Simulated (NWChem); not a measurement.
# Correlation energy of chlorine (Cl2)

```xyz
2

Cl     0.0000     0.0000     1.0128
Cl     0.0000     0.0000    -1.0128
```
Charge 0, spin multiplicity 1.

All runs are NWChem calculations. The geometry was optimised at PBE0/def2-SVP, a minimum by its harmonic frequencies.

Basis set: cc-pVTZ. Each correlation energy counts from its own Hartree-Fock reference.

```
method        correlation energy (mHa)  difference from CCSD(T)
------------  ------------------------  -----------------------
MP2                             -378.4                    +50.1
CR-CCSD(T)                      -424.9                     +3.7
CCSD+T(CCSD)                    -428.7                     -0.2
SCS-MP2                         -373.4                    +55.2
CCSD                            -411.0                    +17.5
RI-MP2                          -378.4                    +50.1
CR-CCSD[T]                      -425.0                     +3.5
CCSD(T)                         -428.5                      0.0
```

The values span 55.4 mHa, from CCSD+T(CCSD) (lowest) to SCS-MP2 (highest). 

The correlated methods keep 10 core orbitals frozen. No row is a measurement; the coupled-cluster row has its own basis-set and correlation limits.
